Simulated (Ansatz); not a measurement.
Ideal-gas functions of AlH5O (`[OH2+][AlH3-]`) at 600 K and 1 bar, from an Ansatz frequency run at PBE0-D4/def2-TZVP.

Molar mass 48.02 g/mol, point group Cs (symmetry number 1), electronic degeneracy 1, moments of inertia 9.093, 53.815, 54.751 u Å². Harmonic wavenumbers (cm⁻¹, unscaled): 85, 358, 369, 379, 522, 707, 767, 784, 785, 1624, 1850, 1859, 1900, 3813, 3909.

Use S(trans) = R[1.5 ln M + 2.5 ln T − 1.1517]; rotational temperatures θ = 24.2544 K / I; S(rot) = R[ln(√π/σ · √(T³/θAθBθC)) + 1.5]; for each mode x = 1.438777 ν̃/T, S = R[x/(eˣ − 1) − ln(1 − e⁻ˣ)] and H = RT x/(eˣ − 1); 1 cm⁻¹ = 0.0119627 kJ/mol; R = 8.31446 J/(mol·K).

**Question.** By hand: the entropy, in J/(mol·K).

**Answer.** Translation 171.7. Rotation: θ = 2.6674, 0.4507, 0.443 K, giving 99.6. Vibration, mode by mode: 21.55, 9.83, 9.60, 9.39, 6.97, 4.85, 4.33, 4.19, 4.18, 0.84, 0.54, 0.53, 0.49, 0.01, 0.01, in all 77.3. Electronic 0.0. Sum 348.6 J/(mol·K).

**Question.** By hand: H − E and G − E in kJ/mol, counted from the electronic energy.

**Answer.** Zero-point energy ½ × 19711 × 0.0119627 = 117.9; thermal vibration 24.5; translation, rotation and pV give 4 RT = 20.0. H − E = 162.4 kJ/mol, and G − E = 162.4 − 600 × 348.6/1000 = -46.8 kJ/mol.

Vibration gives 22 % of the entropy, 21.6 J/(mol·K) of it from the mode under 150 cm⁻¹: soft modes count most, and the harmonic formula is weakest for them.
